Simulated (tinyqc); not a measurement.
Inside a calculation. Method: G0W0 on RHF in the sto-3g basis, for H2F+, spin multiplicity 1. One step of it, computed by the program tinyqc.

Problem. Screening: direct RPA. With D = e_a - e_i and K = (ia|jb): diagonalise D^(1/2) (D + 4K) D^(1/2) = Z w^2 Z^T; X + Y = D^(1/2) Z w^(-1/2), each column of Z with its largest component positive (the first on a tie); E_c = (sum w - tr (D + 2K)) / 2.

orbital energies (hartree): MO1 -26.621818, MO2 -2.065358, MO3 -1.219822, MO4 -1.073940, MO5 -1.045549, MO6 -0.004621, MO7 0.185697

Two-electron integrals over orbitals (pq|rs), unique and non-zero (hartree):
```
(11|11) 5.361699    (21|11) -0.501798   (21|21) 0.074620    (22|11) 1.200364
(22|21) -0.019059   (22|22) 0.857348    (31|11) 0.001685    (31|21) -0.000206
(31|22) 0.000202    (31|31) 0.017006    (32|11) -0.000867   (32|21) 0.000112
(32|22) 0.000500    (32|31) 0.025565    (32|32) 0.160070    (33|11) 0.985641
(33|21) -0.007951   (33|22) 0.758863    (33|31) -0.000088   (33|32) -0.000506
(33|33) 0.739737    (41|11) 0.128783    (41|21) -0.016091   (41|22) 0.014092
(41|31) 0.000085    (41|32) 4.54e-06    (41|33) 0.004861    (41|41) 0.029062
(42|11) -0.084758   (42|21) 0.007960    (42|22) 0.008178    (42|31) 5.39e-07
(42|32) 0.000064    (42|33) -0.003852   (42|41) 0.031040    (42|42) 0.161267
(43|11) 0.001208    (43|21) -0.000053   (43|22) 0.000467    (43|31) -0.003574
(43|32) 0.005798    (43|33) 0.000470    (43|41) -0.000117   (43|42) -0.000618
(43|43) 0.046846    (44|11) 1.181294    (44|21) -0.014840   (44|22) 0.824300
(44|31) 0.000020    (44|32) -0.000621   (44|33) 0.720985    (44|41) -0.011349
(44|42) -0.089914   (44|43) 0.000795    (44|44) 0.918946    (51|51) 0.029626
(52|51) 0.039033    (52|52) 0.180731    (53|51) -0.000125   (53|52) -0.000439
(53|53) 0.038270    (54|51) -0.009406   (54|52) -0.033637   (54|53) 0.000157
(54|54) 0.055654    (55|11) 1.264004    (55|21) -0.014071   (55|22) 0.878812
(55|31) 0.000048    (55|32) -0.000450   (55|33) 0.747853    (55|41) 0.003655
(55|42) -0.046523   (55|43) 0.000689    (55|44) 0.847798    (55|55) 0.997514
(61|11) 0.230006    (61|21) -0.035869   (61|22) 0.005007    (61|31) 0.000328
(61|32) 0.000294    (61|33) 0.002745    (61|41) -0.003856   (61|42) -0.018056
(61|43) 0.000027    (61|44) 0.013497    (61|55) 0.006294    (61|61) 0.022510
(62|11) -0.302921   (62|21) 0.008078    (62|22) -0.148239   (62|31) 0.000187
(62|32) 0.001144    (62|33) -0.090920   (62|41) -0.016798   (62|42) -0.037440
(62|43) -0.000359   (62|44) -0.114306   (62|55) -0.156683   (62|61) 0.002833
(62|62) 0.077985    (63|11) 0.006737    (63|21) -0.000145   (63|22) 0.003502
(63|31) -0.003975   (63|32) 0.029573    (63|33) 0.002801    (63|41) 0.000013
(63|42) -0.000849   (63|43) 0.016872    (63|44) 0.003091    (63|55) 0.003758
(63|61) 0.000026    (63|62) -0.001487   (63|63) 0.070195    (64|11) -0.237417
(64|21) 0.002630    (64|22) -0.125281   (64|31) -0.000133   (64|32) -0.000863
(64|33) -0.073686   (64|41) -0.007582   (64|42) -0.001964   (64|43) -0.000175
(64|44) -0.134128   (64|55) -0.128332   (64|61) 0.001870    (64|62) 0.059741
(64|63) -0.002101   (64|64) 0.061759    (65|51) -0.014895   (65|52) -0.056407
(65|53) 0.000521    (65|54) -0.005155   (65|65) 0.027617    (66|11) 0.695686
(66|21) -0.005553   (66|22) 0.574856    (66|31) -0.000254   (66|32) -0.002948
(66|33) 0.559044    (66|41) 0.016301    (66|42) 0.067438    (66|43) -0.001581
(66|44) 0.536505    (66|55) 0.549768    (66|61) -0.004132   (66|62) -0.051552
(66|63) -0.002462   (66|64) -0.027528   (66|66) 0.544529    (71|11) -0.004610
(71|21) 0.000749    (71|22) -0.000013   (71|31) 0.017556    (71|32) 0.025136
(71|33) -0.000185   (71|41) -0.000031   (71|42) 0.000207    (71|43) -0.003809
(71|44) -0.000213   (71|55) -0.000122   (71|61) -0.000164   (71|62) 0.000235
(71|63) -0.003770   (71|64) -0.000129   (71|66) -0.000277   (71|71) 0.018162
(72|11) 0.006464    (72|21) -0.000149   (72|22) 0.003217    (72|31) 0.017395
(72|32) 0.062683    (72|33) 0.001440    (72|41) 0.000208    (72|42) 0.000131
(72|43) -0.023045   (72|44) 0.002682    (72|55) 0.003258    (72|61) 0.000237
(72|62) -0.000657   (72|63) -0.028516   (72|64) -0.001232   (72|66) 0.001183
(72|71) 0.017212    (72|72) 0.056208    (73|11) 0.427907    (73|21) -0.008655
(73|22) 0.203137    (73|31) 0.000019    (73|32) -0.001269   (73|33) 0.160740
(73|41) -0.001231   (73|42) -0.055358   (73|43) 0.000176    (73|44) 0.207583
(73|55) 0.228951    (73|61) 0.005550    (73|62) -0.075336   (73|63) 0.001253
(73|64) -0.074271   (73|66) 0.020029    (73|71) -0.000105   (73|72) 0.001973
(73|73) 0.159381    (74|11) 0.001788    (74|21) -0.000013   (74|22) 0.000756
(74|31) -0.007612   (74|32) -0.055517   (74|33) 0.000662    (74|41) 0.000195
(74|42) 0.000613    (74|43) 0.012468    (74|44) 0.000943    (74|55) 0.000889
(74|61) -0.000191   (74|62) -0.000931   (74|63) -0.038531   (74|64) 0.000257
(74|66) 0.002229    (74|71) -0.007826   (74|72) -0.011953   (74|73) 0.001280
(74|74) 0.046262    (75|51) 0.000294    (75|52) 0.001120    (75|53) 0.025638
(75|54) -0.000066   (75|65) -0.000188   (75|75) 0.020429    (76|11) 0.000817
(76|21) -0.000037   (76|22) -0.000288   (76|31) -0.010729   (76|32) -0.100904
(76|33) 0.000572    (76|41) -0.000198   (76|42) -0.000694   (76|43) -0.042044
(76|44) 0.000877    (76|55) 0.000318    (76|61) -0.000047   (76|62) 0.000122
(76|63) -0.084904   (76|64) 0.001492    (76|66) 0.005172    (76|71) -0.010879
(76|72) 0.005790    (76|73) 0.002189    (76|74) 0.056084    (76|76) 0.160376
(77|11) 0.822583    (77|21) -0.008312   (77|22) 0.625033    (77|31) 0.000433
(77|32) 0.003524    (77|33) 0.626032    (77|41) 0.003171    (77|42) 0.005578
(77|43) 0.001317    (77|44) 0.605459    (77|55) 0.613896    (77|61) 0.003256
(77|62) -0.049758   (77|63) 0.004002    (77|64) -0.030753   (77|66) 0.541117
(77|71) 0.000339    (77|72) 0.000986    (77|73) 0.077730    (77|74) -0.001741
(77|76) -0.004654   (77|77) 0.587265
```

Give: D^(1/2) (D + 4K) D^(1/2); excitation energies w; X + Y; RPA correlation energy.

Solution.

D^(1/2) (D + 4K) D^(1/2) (hartree^2):
```
         1>6      1>7     2>6     2>7     3>6     3>7     4>6     4>7
1>6  710.872   -0.017   0.084   0.007   0.001   0.136   0.040  -0.004
1>7   -0.017  720.590   0.007   0.535  -0.086  -0.003  -0.003  -0.182
2>6    0.084    0.007   4.889  -0.006  -0.009  -0.513   0.355  -0.006
2>7    0.007    0.535  -0.006   5.573  -0.189   0.014  -0.008  -0.081
3>6    0.001   -0.086  -0.009  -0.189   1.818   0.007  -0.010  -0.191
3>7    0.136   -0.003  -0.513   0.014   0.007   2.872  -0.364   0.007
4>6    0.040   -0.003   0.355  -0.008  -0.010  -0.364   1.408   0.001
4>7   -0.004   -0.182  -0.006  -0.081  -0.191   0.007   0.001   1.820
5>6    0.000    0.000   0.000   0.000   0.000   0.000   0.000   0.000
5>7    0.000    0.000   0.000   0.000   0.000   0.000   0.000   0.000

        5>6     5>7
1>6   0.000   0.000
1>7   0.000   0.000
2>6   0.000   0.000
2>7   0.000   0.000
3>6   0.000   0.000
3>7   0.000   0.000
4>6   0.000   0.000
4>7   0.000   0.000
5>6   1.199  -0.001
5>7  -0.001   1.617
```

excitation energies w (hartree): 1.095  1.143  1.271  1.272  1.417  1.673  2.250  2.363  26.662  26.844

X + Y:
```
         1       2       3       4       5       6       7       8
1>6  0.000   0.000   0.000   0.000   0.000  -0.001   0.000   0.000
1>7  0.000   0.000   0.000   0.001   0.000   0.000   0.000  -0.003
2>6  0.000  -0.090   0.000   0.004  -0.002   0.292   0.921  -0.014
2>7  0.000   0.002   0.000   0.064  -0.026  -0.005   0.017   0.975
3>6  0.000   0.016   0.000   0.698  -0.646   0.005  -0.003  -0.035
3>7  0.000   0.227   0.000  -0.010   0.003   0.869  -0.193   0.007
4>6  0.000   0.944   0.000  -0.008   0.009  -0.145   0.081  -0.003
4>7  0.000   0.000   0.000   0.694   0.675   0.003  -0.002  -0.014
5>6  0.975   0.000  -0.002   0.000   0.000   0.000   0.000   0.000
5>7  0.002   0.000   0.984   0.000   0.000   0.000   0.000   0.000

         9      10
1>6  0.999  -0.002
1>7  0.002   0.999
2>6  0.000   0.000
2>7  0.000   0.000
3>6  0.000   0.000
3>7  0.000   0.000
4>6  0.000   0.000
4>7  0.000   0.000
5>6  0.000   0.000
5>7  0.000   0.000
```

RPA correlation energy = -0.04432 hartree
